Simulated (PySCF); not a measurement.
## Orbital energies, ionisation energy and electron affinity

Compound: sodium fluoride, NaF.
Atom-mapped SMILES: `[F:1][Na:2]`

Level: wB97X-D/aug-cc-pVTZ (PySCF). Frontier orbitals with their largest atomic shares (Löwdin; up to four atoms above 4 %):

| orbital | ε (eV) | main atoms |
| --- | --- | --- |
| HOMO−3 | -28.49 | F1 87 %, Na2 13 % |
| HOMO−2 | -8.91 | F1 97 % |
| HOMO−1 | -8.71 | ? |
| HOMO | -8.71 | ? |
| LUMO | -0.34 | Na2 99 % |
| LUMO+1 | 0.40 | Na2 100 % |
| LUMO+2 | 0.40 | Na2 100 % |

Problem. What vertical ionisation energy does ΔSCF give, and how far is −ε(HOMO) from it?

Solution. ΔSCF: 10.18 eV (982 kJ/mol; threshold wavelength 122 nm); ⟨S²⟩ of the doublet left behind is 0.752, against 0.75 for a pure doublet. −ε(HOMO) is 8.71 eV, 1.47 eV below it. In exact Kohn–Sham theory the two would be equal; wB97X-D (range-separated hybrid) falls short of its own ΔSCF value by 14 %.

Problem. On which atoms does the HOMO lie?

Solution. HOMO: F1 93 %, Na2 7 %; HOMO−1: F1 93 %, Na2 7 %. These 2 orbitals lie within 0.02 eV of one another; within a degenerate set any mixture serves as well, and the shares of a single orbital can change with the mixture. The HOMO−2 lies 0.20 eV lower.

Problem. And the vertical electron affinity, the fundamental gap, Mulliken's electronegativity and the hardness (with the factor ½)?

Solution. EA = 0.51 eV by ΔSCF (−ε(LUMO) = 0.34 eV). IE − EA = 9.67 eV against an orbital gap of 8.37 eV; (IE + EA)/2 = 5.34 eV; (IE − EA)/2 = 4.83 eV. Parr's electrophilicity index (IE + EA)²/[8(IE − EA)] is 1.48 eV.

Problem. What total energies stand behind the ΔSCF value?

Solution. E(N) = -262.18654 Eh and E(N − 1) = -261.81247 Eh at the same geometry, 0.37407 Eh apart. With one more electron, E(N + 1) = -262.20538 Eh.

Problem. With α = 12.5 au, estimate the like-pair dispersion coefficient by London's formula C6 = (3/4)α²I.

Solution. I = 0.3741 Eh, so C6 ≈ 43.8 au, a rough estimate.

Problem. Shift the occupied levels rigidly so that −ε(HOMO) equals the ΔSCF value. What binding energies result?

Solution. The shift is +1.47 eV: HOMO 10.18, HOMO−1 10.18, HOMO−2 10.38, HOMO−3 29.96 eV. A rigid shift is only a rough guide to the deeper ionisations.

Problem. The lowest singlet excitation (vertical TDDFT, same level) lies at 4.75 eV. How far is it below IE − EA?

Solution. IE − EA = 9.67 eV, so by 4.92 eV.

Geometry: PBE0-D3(BJ)/def2-TZVP; no solvent, vibrations or thermal averaging.

These values come from a run that also computed excited states and ΔSCF ions. Time: 6.0 s wall; peak memory 0.32 GiB. Hardware: one thread, Arm Neoverse V1 (aarch64) (shared host).

wB97X-D is run here without its empirical dispersion term; that term would change no orbital, density or response property at a fixed geometry.
